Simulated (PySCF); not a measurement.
P: ionisation energy

P [Ne] 3s2 3p3 (4S) → P⁺ [Ne] 3s2 3p2 (3P), as a difference of total energies. Calculation: PySCF 2.14, in x2c-QZVPPall with one added diffuse shell each of s, p, d, f type (10s7p5d3f1g, 86 functions); the spin-free X2C one-electron Hamiltonian (Gaussian nucleus). Correlated levels: valence: [Ne] frozen. The calculations carry no spin-orbit coupling.

| method | ionisation energy (eV) |
| --- | --- |
| UHF | 9.893 |
| MP2 (valence) | 10.508 |
| SCS-MP2 (valence) | 10.327 |
| CCSD (valence) | 10.433 |
| CCSD(T) (valence) | 10.486 |

Q: How much does correlation contribute at CCSD(T) (valence)?

A: 10.486 − (9.893) = 0.593 eV, measured against UHF.

Errors of the correlated levels include the incompleteness of this basis and the frozen core.

For comparison: 10.526 eV (measured; NIST levels, between the centres of gravity of the two terms).
